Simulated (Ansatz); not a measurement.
A nudged elastic band was laid between two geometries of ClH₂SSi (5 atoms, charge -1, multiplicity 1).

Computed with Ansatz 0.2.0, RKS PBE-D4/def2-SVP.

```json
{
  "movable images": "5",
  "climbing image": "yes",
  "spring": "5.0 eV/Å²",
  "optimiser": "quadratic models (default)",
  "start path": "through a guess of the saddle point",
  "force threshold": "0.03 eV/Å",
  "iteration limit": "60",
  "end points": "relaxed"
}
```

Image 0:

```xyz
5
Properties=species:S:1:pos:R:3
S -1.388 -0.515 0.080
Si 0.835 -0.220 -0.372
Cl 1.250 1.837 0.479
H -1.843 -0.133 -1.149
H 1.147 -0.970 0.962
```

Image 6:

```xyz
5
Properties=species:S:1:pos:R:3
S -1.107 -0.462 -1.102
Si 1.052 -0.309 -0.362
Cl 1.140 1.825 0.373
H -1.804 -0.175 0.038
H 0.719 -0.880 1.053
```

(1) Which bonds break or form, and what moves?

(2) Give the energies along the band, and the barrier.

(3) What is the geometry of the highest image?

(4) What are the harmonic wavenumbers there?

Results:

(1) No bond is made or broken. The dihedral H4–S1–Si2–Cl3 goes from 97 to -59°.

(2) It converged. The highest image is number 3 of 0 to 6, 0.234 eV above the first end and 0.183 eV above the last; the last end lies 0.051 eV above the first. A vibrational analysis at the climbing image gives one clearly imaginary mode, 194i cm⁻¹: a first-order saddle point. Limits of this set-up: an anion without diffuse functions, the dipole of an ion depends on the origin.

```
image  path coordinate (Å)  energy (eV)  dihedral H4–S1–Si2–Cl3 (°)
    0                 0.00        0.000                          97
    1                 0.58        0.083                         136
    2                 1.17        0.188                         173
    3                 1.75        0.234                        -151
    4                 2.24        0.193                        -119
    5                 2.74        0.098                         -87
    6                 3.23        0.051                         -59
```

(3) 
```xyz
5
Properties=species:S:1:pos:R:3
S -1.466 0.300 -0.353
Si 0.859 0.049 -0.516
Cl 1.379 1.743 0.856
H -1.681 -1.027 -0.584
H 0.909 -1.065 0.596
```

(4) 194i, 140, 360, 388, 602, 665, 714, 1787, 2587 cm⁻¹.

The run took 66 s on 1 thread of Arm Neoverse V2, with other jobs on the host, peak memory 0.11 GiB.
